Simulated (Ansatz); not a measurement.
fcc Pt was calculated with LDA (plane waves, PAW; Ansatz, a program for electronic structure).

Settings: plane-wave cutoff 520 eV, 18×18×18 k mesh, Fermi–Dirac smearing 0.1 eV, perturbation theory, force constants from a 6×6×6 q mesh, scalar-relativistic PAW data made under PBE.

Computed at the level's own relaxed cell. Harmonic vibrational thermodynamics at fixed volume:

```tsv
T (K)	S_vib (J/K per mol of atoms)	C_V (J/K per mol of atoms)	F_vib (eV/atom)
0	0.00	0.00	0.0233
100	15.33	18.94	0.0172
200	30.17	23.18	-0.0070
400	46.79	24.48	-0.0886
500	52.27	24.65	-0.1401
800	63.90	24.83	-0.3220
900	66.83	24.85	-0.3898
```

The crystal is taken as a harmonic solid at every temperature: melting, phase changes and thermal expansion are not seen, nor the electrons' share in a metal.
